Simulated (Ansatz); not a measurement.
How the band gap of rock-salt GdN moves with the method

No measured value is used here.

| level (code) | value (eV) | cell (Å³/atom) |
|---|---|---|
| LDA (Ansatz) | 0.00 | 15.38 |
| PBEsol (Ansatz) | 0.00 | 15.38 |
| RPBE (Ansatz) | 0.00 | 15.38 |
| PBEsol-D3(BJ) (Ansatz) | 0.00 | 14.50 |
| B3LYP (VWN-RPA form) (Ansatz) | 0.50 | 15.38 |
| HSE06 (Ansatz) | 0.00 | 15.38 |
| Hartree–Fock (Ansatz) | 5.98 | 15.38 |

Computed values are for a static lattice. Levels without +SOC have no spin–orbit coupling; where heavier elements are present it shifts gaps, mostly down, and can invert bands. A gap of zero means that the bands touch or overlap; how far they overlap is not shown. Spin-polarised runs: LDA (parallel moments), PBEsol (parallel moments), RPBE (parallel moments), PBEsol-D3(BJ) (parallel moments), B3LYP (VWN-RPA form) (parallel moments), HSE06 (parallel moments), Hartree–Fock (parallel moments). LDA, PBEsol, RPBE, PBEsol-D3(BJ): the 4f shell is treated without U or exact exchange, so its levels and filling can be wrong. B3LYP (VWN-RPA form), HSE06, Hartree–Fock: the state of the 4f shell is in doubt. HSE06: the run warned that the count of filled bands differs between k points. Values are at the measured cell; PBEsol-D3(BJ) at the level's own relaxed cell. Cutoffs and k meshes differ between the levels. Ansatz's density-functional and Hartree–Fock values are scalar-relativistic unless marked +SOC, with PAW data made under PBE.

Ansatz is an electronic-structure program.
